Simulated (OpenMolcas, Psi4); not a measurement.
# C2H3N (isocyanomethane): the vertical ionisation energy from total energies

The species is C2H3N (6 atoms), meant as a singlet with charge 0. SMILES: `[C-]#[N+]C`. The shape is that of a PBE0-D4/def2-TZVP optimisation.

Both states at this one shape; open shells run unrestricted unless said. 1 Eh = 27.2114 eV.

```
          level     program  singlet C2H3N (Eh)  doublet C2H3N+ (Eh)  HOMO of the first (eV)
SVWN5/def2-SVPD        Psi4         -131.444325          -131.031486                   -6.97
M06-L/def2-SVPD  OpenMolcas         -132.601764          -132.148550                   -7.34
HSE06/def2-SVPD        Psi4         -132.472792          -132.063559                   -8.17
wB97X/def2-SVPD        Psi4         -132.585389          -132.168452                  -11.26
```

Q: Work out the vertical ionisation energy at each level.

A: 
1. SVWN5/def2-SVPD: -131.031486 − (-131.444325) = 0.412839 Eh = 11.23 eV; −ε(HOMO) = 6.97 eV.
2. M06-L/def2-SVPD: -132.148550 − (-132.601764) = 0.453214 Eh = 12.33 eV; −ε(HOMO) = 7.34 eV.
3. HSE06/def2-SVPD: -132.063559 − (-132.472792) = 0.409233 Eh = 11.14 eV; −ε(HOMO) = 8.17 eV.
4. wB97X/def2-SVPD: -132.168452 − (-132.585389) = 0.416937 Eh = 11.35 eV; −ε(HOMO) = 11.26 eV.

No measured value is set beside it here; the levels span 11.14 to 12.33 eV. In semi-local functionals −ε(HOMO) lies far under the ionisation energy, a result of self-interaction, while the difference of totals does much better.
